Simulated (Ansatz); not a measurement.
Mulliken charges of AlBH₄S (`B[S][AlH2]`) from B3LYP/def2-TZVPP in Ansatz (PBE0-D4/def2-TZVP geometry).

```tsv
atom	x (Å)	y (Å)	z (Å)	charge (e)
B1	-1.424	0.265	-0.513	-0.068
S2	-0.040	1.334	-0.146	-0.213
Al3	1.431	-0.183	0.487	0.434
H4	-1.350	-0.919	-0.380	0.054
H5	-2.427	0.785	-0.896	0.046
H6	1.018	-1.706	0.488	-0.122
H7	2.854	0.355	0.915	-0.131
```

Task: By hand: the dipole of these point charges (1 e Å = 4.8032 D).

Result: Σ q r = (0.044, -0.233, 0.036) e Å, of length 0.240 e Å = 1.15 D.

Task: How does the dipole of the full density compare? (Estimate.)

Result: Computed: (0.130, -0.132, 0.056) e Å, 0.93 D; the point charges give 1.24 times that, at 34° from its direction.

Point charges leave out the atoms' own dipoles, such as those of lone pairs, and Mulliken's split depends on the basis, so the two needn't agree.

B3LYP here is the variant with VWN-RPA as its local correlation; programs differ in this.
